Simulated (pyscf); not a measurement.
H₃Si–PH₂ + H₂ → H₃Si–PH₂ + H₂ (four-centre exchange; singlet surface; H–Si, H–H broken, H–Si, H–H formed). Structures and frequencies: ωB97X-D3(BJ)/def2-SVP in PySCF. Energies in eV from the separated reactants.

| level | barrier | reaction energy |
|---|---|---|
| ωB97X-D3(BJ)/def2-TZVP | 2.97 | 0.00 |
| r²SCAN/def2-TZVP | 2.73 | 0.00 |
| B3LYP-D3(BJ)/def2-TZVP | 2.89 | 0.00 |
| M06-2X/def2-TZVP | ___ | 0.00 |
| ωB97M-D3(BJ)/def2-TZVP | 2.92 | 0.00 |
| HF/def2-TZVP | ___ | 0.00 |

What belongs in the gaps?


- M06-2X/def2-TZVP, barrier: 3.04
- HF/def2-TZVP, barrier: 3.65

The functionals in the table span 0.31 eV in this barrier, from r²SCAN to M06-2X. At the saddle there is also a short H–Si contact that neither side keeps. This is the saddle that the search found; another between the same sides may lie lower.
